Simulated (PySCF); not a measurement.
Si2H5 (doublet state).
Numbering: `[SiH2:1][SiH3:2]` (hydrogens: H3, H4 on Si1; H5, H6, H7 on Si2)

Computed geometry: GFN2-xTB, gas phase. This method treats the open shell by occupation alone, without spin polarisation.

What internal coordinates does the optimisation give?

```tsv
bond	length (Å)
Si1–Si2	2.270
Si1–H3, Si1–H4	1.465
Si2–H5, Si2–H6, Si2–H7	1.469
```

Bonds in one row agree within 0.01 Å and their mean is given. A selection of angles:
```tsv
angle	degrees
Si2–Si1–H3	120.9
H3–Si1–H4	105.4
Si1–Si2–H5	108.9
Si1–Si2–H7	118.8
H5–Si2–H6	108.0
H5–Si2–H7	105.8
```

Si2 (silicon bonded to Si and 3 H) is distorted tetrahedral (angles from 105.8° to 118.8°). Si1 (silicon bonded to Si and 2 H) is pyramidal (angles 120.9°, 120.8° and 105.4°, sum 347.1°, 0.35 Å off the plane of its three neighbours).

Point group: Cs (tolerance 0.08 Å). No GFN2-xTB frequencies stand behind this structure, so it isn't proved a minimum.
